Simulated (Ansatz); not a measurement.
Two structures of SiH4S, closed shell, reached by relaxing down either side of one saddle point (PBE0-D4/def2-TZVP). Energies are electronic, without zero-point energy. Computed with Ansatz 0.2.0 (basis: def2-TZVPP and def2-QZVPP); correlated methods freeze the cores. Extrapolation: Hartree–Fock as exp(−7.88 √X), correlation as X^−2.97. First:

```json
{"atom": "Si1", "x (Å)": "-0.4908", "y (Å)": "-0.0027", "z (Å)": "0.1936"}
{"atom": "S2", "x (Å)": "1.2771", "y (Å)": "0.8351", "z (Å)": "-0.6666"}
{"atom": "H3", "x (Å)": "-0.2175", "y (Å)": "-0.6081", "z (Å)": "1.5217"}
{"atom": "H4", "x (Å)": "-1.0921", "y (Å)": "-1.0352", "z (Å)": "-0.6881"}
{"atom": "H5", "x (Å)": "-1.4223", "y (Å)": "1.1409", "z (Å)": "0.3409"}
{"atom": "H6", "x (Å)": "1.9456", "y (Å)": "-0.3301", "z (Å)": "-0.7014"}
```

Second:

Si1  (-1.216, -0.496, 0.292)
S2  (0.983, 0.396, -0.107)
H3  (1.485, 0.448, 1.142)
H4  (-1.244, -0.566, -1.236)
H5  (-1.644, 0.970, 0.279)
H6  (1.636, -0.751, -0.371)
(Å)

(1) Which bonds change from the first to the second?

(2) Give the saddle point's structure and its height above each. (An estimate is asked for; the value comes from the calculation.)

No T1 diagnostic of these runs exceeds 0.017. The restricted Hartree–Fock reference is unstable towards an unrestricted one at one or more of these structures.

Results:

(1) SiH₄S ([SiH3][SH]) → SiH₂ + H₂S (still joined by a long Si–S bond); bonds formed: S2–H3; bonds broken: Si1–H3; bonds weakened to dative contacts: Si1–S2.

(2) The calculation gives: 2.876 eV above the first and 0.579 eV above the second (CCSD(T) at an estimated basis limit (MP2 extrapolated from triple and quadruple zeta, plus CCSD(T) − MP2 in triple zeta)).
Si1  (-0.959, -0.283, 0.409)
S2  (1.266, 0.674, -0.193)
H3  (0.629, -0.071, 1.004)
H4  (-1.193, -0.901, -0.940)
H5  (-1.545, 1.091, 0.257)
H6  (1.801, -0.509, -0.537)
(Å)

Losses and insertions of silylenes and their heavier kin drive the gas-phase chemistry of silicon and germanium vapour deposition.

Labels in which every atom is bracketed show which atoms are joined, not bond orders.

For scale, one of the runs: CCSD(T)/def2-TZVPP, 140 basis functions, launched by `ansatz run in.yaml --threads 2 --pin off --events-out ev --progress --plain --max-ram 4352MiB`. Time: 6.5 s of wall clock on 2 CPU threads of an Arm Neoverse V2; the host was shared. Peak host memory: 0.69 GiB.
